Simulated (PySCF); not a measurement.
Atoms are numbered as in `[CH3:1][O:2][C:3]1=[CH:4][CH2:5]1`. Hydrogens are named by the atom that carries them.

GIAO PBE0/pcSseg-1 shifts (PySCF 2.14, gas phase, non-relativistic, equivalent atoms averaged), each against references optimised in the same way as the molecule (TMS, H2O).

On the GFN2-xTB geometry: C3 150.2, C4 69.7, C1 60.6, C5 17.0, O2 96.8, H(C4) 5.00, H(C1) 4.00, H(C5) 1.72 ppm.

Task: What changes on the PBE0-D3(BJ)/def2-SVP geometry?

Result: 
| atoms | δ (ppm) | change |
| --- | --- | --- |
| C3 | 145.7 | -4.5 |
| C4 | 68.6 | -1.1 |
| C1 | 58.9 | -1.7 |
| C5 | 16.8 | -0.2 |
| O2 | 96.0 | -0.8 |
| H(C4) | 5.17 | +0.17 |
| H(C1) | 3.73 | -0.27 |
| H(C5) | 1.78 | +0.06 |

Bonds between heavy atoms that differ most (equivalent bonds averaged): C5–C3 1.488 → 1.472 Å, C4–C5 1.515 → 1.528 Å, O2–C3 1.326 → 1.316 Å, C1–O2 1.417 → 1.414 Å. Mean change of bonds to hydrogen: C–H +0.014 Å.
